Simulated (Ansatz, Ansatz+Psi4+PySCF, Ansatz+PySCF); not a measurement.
```json
{"atom": "Cl", "x (Å)": "0.0000", "y (Å)": "0.0000", "z (Å)": "0.0711"}
{"atom": "H", "x (Å)": "0.0000", "y (Å)": "0.0000", "z (Å)": "-2.4888"}
```

Basis set: cc-pVTZ on H; cc-pV(T+d)Z on Cl (spherical functions). Frozen core: 5 orbitals. Charge 0, multiplicity 1.

Computed with Ansatz (development build ahead of 0.2.0); each method stands on the lowest determinant of its kind that the runs found. Restricted open shells among the atoms or ions are ROHF, correlated in semicanonical orbitals with singles.

Task: Give the atomization energy at this shape (free ground-state atoms in the same class of orbitals less the molecule, no zero-point energy) of singlet HCl by RHF-CCSD(T), UHF-CCSD(T), UHF-MP2, RHF-MP2, UHF.

Result:

```csv
method,atomization energy
RHF-CCSD(T),0.46 eV
UHF-CCSD(T),0.27 eV
UHF-MP2,0.16 eV
RHF-MP2,-0.35 eV
UHF,0.08 eV
```

Caution: the shape is not the minimum. Caution for RHF-CCSD(T), RHF-MP2: an unrestricted determinant lies well below; large amplitudes, a single reference is doubtful. Caution for RHF-CCSD(T): the amplitudes may be one of several solutions. Caution for UHF-CCSD(T), UHF-MP2: a plain start can end on a higher determinant. Caution for UHF-CCSD(T): another reference gives a lower total. Caution for UHF-CCSD(T), UHF-MP2, UHF: the unrestricted determinant is a mixture of spin states.
